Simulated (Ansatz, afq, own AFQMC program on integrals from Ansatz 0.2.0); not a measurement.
O₂, quintet in aug-cc-pVDZ, levels against CCSDT(Q)

```
atom   x (Å)   y (Å)   z (Å)
   O  0.0000  0.0000  0.0000
   O  0.0000  0.0000  1.1928
```

Basis aug-cc-pVDZ. Noble-gas cores (and the filled d shells of Ga–Kr and In–Xe) are frozen. Ansatz 0.2.0 and our own AFQMC program on the same integrals; the CISD trial comes from CCSD amplitudes, and released means the phaseless constraint is let go. Error bars are statistical, one sigma.

Determinant: UHF, the one that the program's search chose, which needn't be the lowest solution. The geometry is a PBE0/def2-TZVP stationary point of this or a neighbouring charge and spin state.

No full CI on the walks' own integrals is used here; CCSDT(Q) serves as the reference and is uncertain by about the last step of the cluster series.

Cautions: another spin lies lower.

- T1 diagnostic: 0.0167
- weight of the determinant in the CISD state: 0.908
- ⟨S²⟩ of the determinant: 6.032
- size of the correlated space: 12 electrons in 44 orbitals

Reference: CCSDT(Q), correlation energy -8.637 eV. The released energy is read at 1.50 1/Eh (meV from the phaseless value at times in 1/Eh: -16 ± 4 at 0.24, -27 ± 3 at 0.50, -34 ± 3 at 1.00, -34 ± 4 at 1.50).

```
         level  E − E(reference) (meV)  share of correlation (%)
            HF                  8637.5                      0.00
           MP2                   922.0                     89.33
          CCSD                   263.0                     96.95
       CCSD(T)                    44.1                     99.49
         CCSDT                    22.9                     99.73
 ph-AFQMC/CISD              39.8 ± 3.3                     99.54
released AFQMC               6.1 ± 4.3                     99.93
```

A walk keeps the symmetry of its determinant, which the program's search chose and which needn't be the lowest solution, so a lower state of the same spin and another symmetry isn't excluded. Released energies are given only where the last usable release times agree within the noise; a slower fall can still hide under it.
